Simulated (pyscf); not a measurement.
Structures and frequencies: ωB97X-D3(BJ)/def2-SVP in PySCF.

For the elementary gas-phase step Cl–GeH₂–SeH + hydrogen (H₂) → H₃Ge–SeH + hydrogen chloride (HCl) (singlet surface; Cl–Ge, H–H broken, Ge–H, Cl–H formed), what barrier and reaction energy does ωB97M-D3(BJ)/def2-TZVP give, measured from the separated reactants?

ΔE‡ = 211.3 kJ/mol, ΔE = +53.9 kJ/mol. Zero-point energy shifts the barrier by +8.5 kJ/mol. It is a four-centre exchange, with an imaginary mode of 940i cm⁻¹. One saddle was located; it need not be the lowest between these sides. Elements up to Kr have no core potential and no relativistic terms here.
